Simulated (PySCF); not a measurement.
Predicted microwave data (PySCF, PBE0-D3(BJ)/def2-SVP geometry optimisation, gas phase) for one isomer of C2H7N:

- Rotational constants: A = 35233, B = 9350, C = 8280 MHz
- Dipole components: |μa| = 0.00 D, |μb| = 0.09 D, |μc| = 0.90 D
- Inertial defect: -7.36 u·Å²
- κ: -0.92

Task: Which structure is it? (One computed conformer of each.)
A. `CNC`
B. `[CH3:1][CH2:2][NH2:3]` with C1–C2–N3–H 179° and -64°

Result: A. It is CNC, a near-prolate asymmetric top, point group Cs. The candidates at the same level (rigid rotor, commonest isotopes):

```tsv
SMILES	A (MHz)	B (MHz)	C (MHz)	μa (D)	μb (D)	μc (D)	Δ (u·Å²)	point group	rotor
CNC	35233	9350	8280	0.00	0.09	0.90	-7.36	Cs	near-prolate asymmetric top
CCN	32860	8985	7895	0.29	0.61	1.11	-7.61	–	near-prolate asymmetric top
```

`CCN` has A 7 % too low. In the right answer the mirror of this Cs structure is the bc plane, so μa vanishes by symmetry. No structure here is proved a minimum.
